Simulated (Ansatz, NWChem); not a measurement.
Computed against measured: dipole moment

6 molecules with oxygen; the dipole moment in D, computed less measured. Shapes, held fixed at every level: PBE0-D4/def2-TZVP. No vibrational averaging. Dipoles are compared by magnitude; molecules under 1 D, whose direction can flip, are left out. Programs: Ansatz 0.2.0, NWChem 7.3.0. A level may come from different programs for different species; with the same settings they agree closely. Measured values: NIST CCCBDB.

Levels: A = r2SCAN-D4/def2-TZVPP; B = B3LYP/6-31G* (Cartesian functions); C = PBE0/def2-SVP.

```csv
molecule,measured,A,B,C
H2O (SMILES O),1.85,+0.08,+0.22,+0.15
H2CO (formaldehyde),2.33,-0.10,-0.19,-0.14
C2H2O (ethenone),1.42,-0.01,-0.01,-0.07
SCl2O2 (sulfuryl chloride),1.81,-0.13,-0.33,-0.18
SO2F2 (sulfuryl fluoride),1.12,+0.02,+0.06,-0.08
CH4O (methanol),1.70,-0.10,-0.03,-0.03
```

(1) Which level does best on this set, which worst, and which err to one side?

Results:

(1) 
| level | kind | mean error | mean absolute error | worst case |
| --- | --- | --- | --- | --- |
| r2SCAN-D4/def2-TZVPP | meta-GGA | -0.040 | 0.073 | SCl2O2 |
| B3LYP/6-31G* (Cartesian functions) | global hybrid | -0.047 | 0.140 | SCl2O2 |
| PBE0/def2-SVP | global hybrid | -0.058 | 0.108 | SCl2O2 |

On this set r2SCAN-D4/def2-TZVPP has the smallest mean absolute error and B3LYP/6-31G* (Cartesian functions) the largest. r2SCAN-D4/def2-TZVPP is too low in 4 of 6; B3LYP/6-31G* (Cartesian functions) is too low in 4 of 6; PBE0/def2-SVP is too low in 5 of 6. The smallest two are near a tie. The largest two are near a tie. The set is small.
